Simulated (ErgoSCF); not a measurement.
# A workflow on PH3S (SMILES PS), part 2 of 2

ErgoSCF 3.8. The steps go on from the part before.

## Step 4: A single-point energy at BHLYP/pc-2 (run 3)

ergo.in

```
# H3PS, BHandHLYP
set_nthreads(1)
molecule_inline
P     -0.92953738    -0.89688292     0.82414736
S      1.45070495     1.77326230    -0.84466978
H      0.51041503    -3.00169767     0.15240641
H     -2.51008542    -1.19770842    -1.26694798
H      1.47850282     3.32302670     1.13506400
EOF
scf.convergence_threshold = 1e-06
basis = "pc-2"
scf.output_mulliken_pop = 1
scf.max_number_of_iterations = 70
scf.use_diagonalization = 1
charge = 0
tmpdir = "."
run "BHandHLYP"
```

The basis set pc-2 is read from a file made from the Basis Set Exchange's data (not shown).

Command:

```console
$ ergo < ergo.in
```

What it wrote:

```text
INMA ERGO version 3.8
INMA P (charge=15.0) -0.929537 -0.896883 0.824147
INMA S (charge=16.0) 1.450705 1.773262 -0.844670
INMA H (charge=1.0) 0.510415 -3.001698 0.152406
INMA H (charge=1.0) -2.510085 -1.197708 -1.266948
INMA H (charge=1.0) 1.478503 3.323027 1.135064
INMA  convergence_threshold := 1e-06
INMA  basis := pc-2
INMA Basis really set to pc-2
INMA  output_mulliken_pop := 1
INMA  max_number_of_iterations := 70
INMA  use_diagonalization := 1
INMA  charge := 0
INMA running BHandHLYP
INDF      This is a DFT calculation of type: BHandHLYP
INDF Weighted mixed functional:
INDF               HF exchange:    0.50000
INDF                       LYP:    1.00000
INDF                     Becke:    0.50000
INDF                    Slater:    0.50000
INMA Running BHandHLYP
INSC SCF_general constructor, number of basis functions: 110
INSC Min internuclear distance:      2.51434 a.u.  =      1.33053 Angstrom
INSC Max internuclear distance:      6.48965 a.u.  =      3.43417 Angstrom
INSC Euclidean norm of overlap matrix =          5.31847362578  (acc 1.49e-08)
INSC Euclidean norm of invCholFactor after truncation =         15.45693902211
INSC Beginning of SCF cycle 1
INDF Grid for charge 15: 39 radial points, 9654 total, r=18.782444
INDF Grid for charge 16: 39 radial points, 9486 total, r=17.074950
INDF Grid for charge 1: 29 radial points, 2902 total, r=12.621360
INDF Generating Turbo grid Radint = 5e-09 AngInt: [ 6 29 ]
INDF Grid pruned from 27846 to 27258 grid points.
INDF Electrons:  33.9999771  -7e-07: xc energy -10.143389 (serial)
INSC nuclearEnergy, energy_2el, energy = 88.633275, 188.551376, -230.984905
INSC Energy   1 =       -230.98490490927
INSC maxabs FDS-SDF is     13.1
INDE E_HOMO =         -3.59430558377
INDE E_LUMO =         -3.56277862733
INSC Beginning of SCF cycle 2
INDF Electrons:  34.0000167   5e-07: xc energy -30.693863 (serial)
INSC nuclearEnergy, energy_2el, energy = 88.633275, 500.618840, -682.362917
INSC Energy   2 =       -682.36291718897
INSC maxabs FDS-SDF is     3.67
INSC using DIIS to get combined Fock matrix, number of iters used for DIIS:  2
INDE E_HOMO =         -0.43469048018
INDE E_LUMO =         -0.39072072290
INSC Beginning of SCF cycle 3
INDF Electrons:  33.9999633  -1e-06: xc energy -23.229431 (serial)
INSC nuclearEnergy, energy_2el, energy = 88.633275, 362.870610, -617.173969
INSC Energy   3 =       -617.17396911075  ( diff     65.188948078214025 )
INSC maxabs FDS-SDF is     4.87
INSC restarting DIIS because energy did not improve.
INSC mixing best Fock matrix so far with next one, stepLength =   0.400000
INDE E_HOMO =         -1.32048344383
INDE E_LUMO =         -1.31369850568
INSC Beginning of SCF cycle 4
INDF Electrons:  34.0000070   2e-07: xc energy -29.137293 (serial)
INSC nuclearEnergy, energy_2el, energy = 88.633275, 459.539685, -699.822129
INSC Energy   4 =       -699.82212944744  ( diff    -17.459212258469734 )
INSC maxabs FDS-SDF is     4.12
INSC mixing best Fock matrix so far with next one, stepLength =   0.400000
INSC increased steplength by factor 1.1, stepLength =   0.440000
INDE E_HOMO =         -0.11929357018
INDE E_LUMO =         -0.10441184353
INSC Beginning of SCF cycle 5
INDF Electrons:  34.0000014   4e-08: xc energy -27.307649 (serial)
INSC nuclearEnergy, energy_2el, energy = 88.633275, 410.924453, -729.551886
INSC Energy   5 =       -729.55188579195  ( diff    -29.729756344512111 )
INSC maxabs FDS-SDF is     1.43
INSC mixing best Fock matrix so far with next one, stepLength =   0.440000
INSC increased steplength by factor 1.1, stepLength =   0.484000
INDE E_HOMO =         -0.04617622705
INDE E_LUMO =         -0.04117967355
INSC Beginning of SCF cycle 6
INDF Electrons:  34.0000037   1e-07: xc energy -26.003594 (serial)
INSC nuclearEnergy, energy_2el, energy = 88.633275, 371.941873, -737.092300
INSC Energy   6 =       -737.09230035419  ( diff     -7.540414562238993 )
INSC maxabs FDS-SDF is    0.597
INSC mixing best Fock matrix so far with next one, stepLength =   0.484000
INSC increased steplength by factor 1.1, stepLength =   0.532400
INDE E_HOMO =         -0.15023344036
INDE E_LUMO =         -0.10889762231
INSC Beginning of SCF cycle 7
INDF Electrons:  34.0000003   8e-09: xc energy -26.041954 (serial)
INSC nuclearEnergy, energy_2el, energy = 88.633275, 378.111052, -739.962705
INSC Energy   7 =       -739.96270487272  ( diff     -2.870404518532268 )
INSC maxabs FDS-SDF is    0.451
INSC mixing best Fock matrix so far with next one, stepLength =   0.532400
INSC increased steplength by factor 1.1, stepLength =   0.585640
INDE E_HOMO =         -0.16989697632
INDE E_LUMO =         -0.02021386480
INSC Beginning of SCF cycle 8
INDF Electrons:  34.0000019   6e-08: xc energy -25.730080 (serial)
INSC nuclearEnergy, energy_2el, energy = 88.633275, 370.293841, -741.194183
INSC Energy   8 =       -741.19418275327  ( diff     -1.231477880547459 )
INSC maxabs FDS-SDF is    0.151
INSC using DIIS to get combined Fock matrix, number of iters used for DIIS:  1
INDE E_HOMO =         -0.24127453299
INDE E_LUMO =         -0.03570262694
INSC Beginning of SCF cycle 9
INDF Electrons:  34.0000042   1e-07: xc energy -25.755253 (serial)
INSC nuclearEnergy, energy_2el, energy = 88.633275, 371.502803, -741.234073
INSC Energy   9 =       -741.23407345186  ( diff     -0.039890698586305 )
INSC maxabs FDS-SDF is    0.132
INSC using DIIS to get combined Fock matrix, number of iters used for DIIS:  2
INDE E_HOMO =         -0.31388652647
INDE E_LUMO =          0.01125592866
INSC Beginning of SCF cycle 10
INDF Electrons:  34.0000039   1e-07: xc energy -25.714506 (serial)
INSC nuclearEnergy, energy_2el, energy = 88.633275, 370.421988, -741.377476
INSC Energy  10 =       -741.37747636744  ( diff     -0.143402915585511 )
INSC maxabs FDS-SDF is   0.0087
INSC using DIIS to get combined Fock matrix, number of iters used for DIIS:  3
INDE E_HOMO =         -0.31535335373
INDE E_LUMO =          0.01964059152
INSC Beginning of SCF cycle 11
INDF Electrons:  34.0000041   1e-07: xc energy -25.725532 (serial)
INSC nuclearEnergy, energy_2el, energy = 88.633275, 370.626669, -741.378337
INSC Energy  11 =       -741.37833747670  ( diff     -0.000861109259858 )
INSC maxabs FDS-SDF is  0.00327
INSC using DIIS to get combined Fock matrix, number of iters used for DIIS:  4
INDE E_HOMO =         -0.31411652508
INDE E_LUMO =          0.02110179107
INSC Beginning of SCF cycle 12
INDF Electrons:  34.0000041   1e-07: xc energy -25.722467 (serial)
INSC nuclearEnergy, energy_2el, energy = 88.633275, 370.549136, -741.378402
INSC Energy  12 =       -741.37840230881  ( diff     -0.000064832111548 )
INSC maxabs FDS-SDF is 0.000913
INSC using DIIS to get combined Fock matrix, number of iters used for DIIS:  5
INDE E_HOMO =         -0.31455053171
INDE E_LUMO =          0.02078040564
INSC Beginning of SCF cycle 13
INDF Electrons:  34.0000041   1e-07: xc energy -25.722777 (serial)
INSC nuclearEnergy, energy_2el, energy = 88.633275, 370.559107, -741.378406
INSC Energy  13 =       -741.37840648137  ( diff     -0.000004172556942 )
INSC maxabs FDS-SDF is 0.000199
INSC using DIIS to get combined Fock matrix, number of iters used for DIIS:  6
INDE E_HOMO =         -0.31456339796
INDE E_LUMO =          0.02073321626
INSC Beginning of SCF cycle 14
INDF Electrons:  34.0000041   1e-07: xc energy -25.722806 (serial)
INSC nuclearEnergy, energy_2el, energy = 88.633275, 370.558860, -741.378407
INSC Energy  14 =       -741.37840673126  ( diff     -0.000000249888785 )
INSC maxabs FDS-SDF is 4.58e-05
INSC using DIIS to get combined Fock matrix, number of iters used for DIIS:  7
INDE E_HOMO =         -0.31456224476
INDE E_LUMO =          0.02073539504
INSC Beginning of SCF cycle 15
INDF Electrons:  34.0000041   1e-07: xc energy -25.722807 (serial)
INSC nuclearEnergy, energy_2el, energy = 88.633275, 370.559001, -741.378407
INSC Energy  15 =       -741.37840674814  ( diff     -0.000000016883519 )
INSC maxabs FDS-SDF is 1.23e-05
INSC using DIIS to get combined Fock matrix, number of iters used for DIIS:  8
INDE E_HOMO =         -0.31455823965
INDE E_LUMO =          0.02073896622
INSC Beginning of SCF cycle 16
INDF Electrons:  34.0000041   1e-07: xc energy -25.722801 (serial)
INSC nuclearEnergy, energy_2el, energy = 88.633275, 370.558746, -741.378407
INSC Energy  16 =       -741.37840674866  ( diff     -0.000000000516025 )
INSC maxabs FDS-SDF is 3.07e-06
INSC using DIIS to get combined Fock matrix, number of iters used for DIIS:  9
INDE E_HOMO =         -0.31456208895
INDE E_LUMO =          0.02073696467
INSC Beginning of SCF cycle 17
INDF Electrons:  34.0000041   1e-07: xc energy -25.722804 (serial)
INSC nuclearEnergy, energy_2el, energy = 88.633275, 370.558877, -741.378407
INSC Energy  17 =       -741.37840674872  ( diff     -0.000000000064460 )
INSC maxabs FDS-SDF is 5.88e-07
RESC CONVERGED after  17 iterations.
RESC FINAL ENERGY:       -741.37840674872
TISC Main SCF loop took    135.05 usr cpu s       0.84 sys cpu s     135.90 wall s
INSC SCF: dipole_moment_x [atomic units] =      -0.16090002
INSC SCF: dipole_moment_y [atomic units] =      -0.14888322
INSC SCF: dipole_moment_z [atomic units] =       0.16226262
INSC Sum of Mulliken charges (electrons):      34.0000000
INSC Mulliken charge of atom 0 =       0.2287896
INSC Mulliken charge of atom 1 =      -0.1821945
INSC Mulliken charge of atom 2 =      -0.0510141
INSC Mulliken charge of atom 3 =      -0.0509556
INSC Mulliken charge of atom 4 =       0.0553747
INSC Sum of Mulliken atomic charges:      -0.0000000
```

Run time: 2.3 min. Hardware: 1 thread of AMD EPYC 9R14 (Zen 4), shared host; peak memory 0.28 GiB.

## Step 5: Outcome

The summary covers parts 1 to 2.

| quantity | value |
| --- | --- |
| run 1, BHLYP/pc-0: total energy | -740.92774 Eh |
| run 1, BHLYP/pc-0: dipole moment | 0.95 D |
| run 2, BHLYP/pc-1: total energy | -741.33017 Eh |
| run 2, BHLYP/pc-1: dipole moment | 0.78 D |
| run 3, BHLYP/pc-2: total energy | -741.37841 Eh |
| run 3, BHLYP/pc-2: dipole moment | 0.69 D |

Mulliken charges (run 1, BHLYP/pc-0) run from -0.28 on S2 to +0.15 on H5. Mulliken charges (run 2, BHLYP/pc-1) run from -0.29 on S2 to +0.14 on H5; they depend strongly on the basis. Mulliken charges (run 3, BHLYP/pc-2) run from -0.18 on S2 to +0.23 on P1; they depend strongly on the basis.
